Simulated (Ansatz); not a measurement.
A run of Ansatz (development build ahead of 0.2.0) on doublet CH₄(+) at this shape:

```xyz
5

C    -0.0659    0.0325   -0.0461
H     0.6146    0.8951   -0.2854
H    -0.3106   -0.8119   -0.7097
H    -0.8485    0.1992    0.7040
H     1.0698   -0.6198    0.8604
```

Its results:

* Converged: yes
* Total energy: -39.71750 hartree
* Spin squared of the determinant: 0.757
* Stability test: minimum

Forces (eV/Å):
```csv
atom,Fx,Fy,Fz
C1,-0.155,0.469,0.301
H2,-0.502,-1.166,0.036
H3,0.804,0.366,0.045
H4,0.505,0.050,0.107
H5,-0.652,0.281,-0.488
```

(1) Which input gives this output? Name the method, the orbitals and the basis set, and write the input.

Answers

(1) UHF in def2-SVP.

```yaml
crystal:
  periodic: [false, false, false]
  atoms:
    - { symbol: C, position_ang: [-0.0659, 0.0325, -0.04608] }
    - { symbol: H, position_ang: [0.61462, 0.89508, -0.28544] }
    - { symbol: H, position_ang: [-0.3106, -0.81189, -0.70973] }
    - { symbol: H, position_ang: [-0.84845, 0.19916, 0.70397] }
    - { symbol: H, position_ang: [1.06985, -0.6198, 0.86039] }
basis:
  gaussian: { orbitals: def2-SVP }
total_charge: 1
magnetization:
  spin_polarized: true
  initial_magnetization: 1
hamiltonian:
  xc: hf
output:
  forces: true
```
